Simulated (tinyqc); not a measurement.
Hueckel theory of the pi electrons, for the molecule O=CN=O (SMILES; centres numbered as the heavy atoms are written), step by step. One step of it, computed by the program tinyqc.

Question. Orbitals. Diagonalise; E = alpha + x beta with beta < 0, so the largest x are filled first; degenerate levels share their electrons. P = sum n_i c_ri c_si; each orbital has its largest coefficient positive (the first on a tie).

Hueckel matrix in units of beta (H = alpha + beta A), lower triangle:
```
          1O        2C        3N        4O
1O  1.000000
2C  1.000000  0.000000
3N  0.000000  1.000000  0.500000
4O  0.000000  0.000000  1.000000  1.000000
```

pi electrons, sum of z_r less the charge = 4

Give: x values; occupations; coefficients; charge and bond-order matrix P.

Answer.

x values: 2.150  1.449  0.131  -1.229

occupations: 2.000  2.000  0.000  0.000

coefficients:
```
      MO1     MO2     MO3     MO4
1O  0.404   0.719   0.464  -0.323
2C  0.464   0.323  -0.404   0.719
3N  0.595  -0.252  -0.517  -0.562
4O  0.517  -0.562   0.595   0.252
```

charge and bond-order matrix P, lower triangle:
```
        1O     2C     3N     4O
1O   1.360
2C   0.839  0.640
3N   0.118  0.390  0.835
4O  -0.390  0.118  0.898  1.165
```
